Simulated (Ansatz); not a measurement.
# How far each method lies from RCCSDT(Q) for Si2H6, singlet

Geometry: MP2(full)/6-31G*, from the G2/97 set.

```xyz
8

Si    0.0000    0.0000    1.1677
Si    0.0000    0.0000   -1.1677
H     0.0000    1.3933    1.6860
H    -1.2066   -0.6966    1.6860
H     1.2066   -0.6966    1.6860
H     0.0000   -1.3933   -1.6860
H    -1.2066    0.6966   -1.6860
H     1.2066    0.6966   -1.6860
```

Basis cc-pV(D+d)Z; Ansatz 0.2.0. Correlated methods freeze the noble-gas cores, which leaves 14 electrons in 66 orbitals. R marks a restricted (for open shells ROHF) determinant. Active spaces: frontier = (8e, 8o) about the gap.

Full CI isn't at hand for all of this; RCCSDT(Q) serves as the reference, and is uncertain by about the last step of the cluster series.

```
UHF ⟨S²⟩                          : 0.000
T1 diagnostic (RCCSD)             : 0.0122
largest doubles amplitude (RCCSD) : 0.034
```

| level | E − E(RCCSDT(Q)) (kcal/mol) | share of correlation (%) | wall time |
| --- | --- | --- | --- |
| RHF | 171.74 | 0.00 | – |
| RMP2 | 37.50 | 78.17 | – |
| CISD | 21.09 | 87.72 | 4.7 s |
| RCCSD | 4.72 | 97.25 | – |
| RCCSD(T) | 0.90 | 99.47 | 1.3 s |
| BCCD(T) | 0.89 | 99.48 | 2.3 s |
| RCCSDT | 0.14 | 99.92 | – |
| CASSCF (frontier space) | 138.06 | 19.61 | – |
| NEVPT2 (frontier space) | 39.87 | 76.78 | 10 s (H100) |
| MRCISD (frontier space) | 14.28 | 91.68 | – |
| MRCISD+Q (frontier space) | 1.20 | 99.30 | 10 s (H100) |

The correlation energy at RCCSDT(Q), counted from RHF, is -7.447 eV. That run took 11 s on 2 threads of AMD EPYC 7R13 with a shared H100 80 GB, shared host.

Times hold each run's SCF and search for its determinant on a shared host, so for small cases they say little of a method's own cost; rows without a card ran on 1 thread of AMD EPYC 7R13.

Atomization energy (electronic, same basis, no zero-point term; atoms at the same level, unrestricted beside the R rows where the molecule is a closed shell, with restricted open-shell steps beyond CCSDT(Q)) at RCCSDT(Q): 2088.1 kJ/mol. Errors of other levels:

| level | error (kJ/mol) |
| --- | --- |
| RHF | -368.4 |
| RMP2 | -45.6 |
| CISD | -77.2 |
| RCCSD | -11.6 |
| RCCSD(T) | -1.3 |
| BCCD(T) | -1.1 |
| RCCSDT | -0.4 |

This basis is far from its limit, so the value isn't to be set against a measured one. Truncated CI isn't size-consistent, which counts against it in atomization.
